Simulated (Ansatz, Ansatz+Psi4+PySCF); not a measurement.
```yaml
atoms:
  - { symbol: C, position_ang: [0.0000, -0.0252, -1.0566] }
  - { symbol: S, position_ang: [0.0000, -0.0548, 0.6104] }
  - { symbol: H, position_ang: [0.0000, -0.9906, -1.3562] }
  - { symbol: H, position_ang: [-0.8279, 0.4219, -1.4268] }
  - { symbol: H, position_ang: [0.8279, 0.4219, -1.4268] }
  - { symbol: H, position_ang: [0.0000, 1.1751, 0.7837] }
```

Basis set: cc-pVTZ (spherical functions). Left uncorrelated: 6 orbitals. Charge 0, multiplicity 1.

Computed with Ansatz (development build ahead of 0.2.0); each method stands on the lowest determinant of its kind that the runs found. Restricted open shells among the atoms or ions are ROHF, correlated in semicanonical orbitals with singles.

Question: Give the atomization energy at this shape (free ground-state atoms in the same class of orbitals less the molecule, no zero-point energy) of singlet CH₄S by RHF-MP2, RHF.

Answer:

| method | atomization energy |
| --- | --- |
| RHF-MP2 | 1854.7 kJ/mol |
| RHF | 1416.3 kJ/mol |

Caution: no unrestricted run beside it, a lower state can exist; the shape is not the minimum.
